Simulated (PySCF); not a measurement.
# Working out the ionisation energy of C

C [He] 2s2 2p2 (3P) → C⁺ [He] 2s2 2p1 (2P). Calculation: PySCF 2.14, in def2-QZVPPD; the non-relativistic Hamiltonian (point nucleus). Frozen: 1s2. Energies in hartree (1 hartree = 27.21139 eV):

```tsv
part	C (lower)	C⁺ (upper)
UHF	-37.693649	-37.296724
CCSD correlation	-0.090551	-0.076822
(T)	-0.002361	-0.001266
```

Question: What does Hartree-Fock give?

Answer: (-37.296724) − (-37.693649) = 0.396925 hartree = 10.801 eV.

Question: What do CCSD and CCSD(T) give?

Answer: The CCSD correlation energies differ by 0.013729 hartree = 0.374 eV and the triples by 0.001095 hartree = 0.030 eV, so CCSD gives 11.175 eV and CCSD(T) 11.205 eV.

Measured between the centres of the two terms (NIST): 11.262 eV, so CCSD(T) (valence) is off by -0.057 eV.

What remains against the reference includes basis incompleteness, the frozen core and higher excitations.
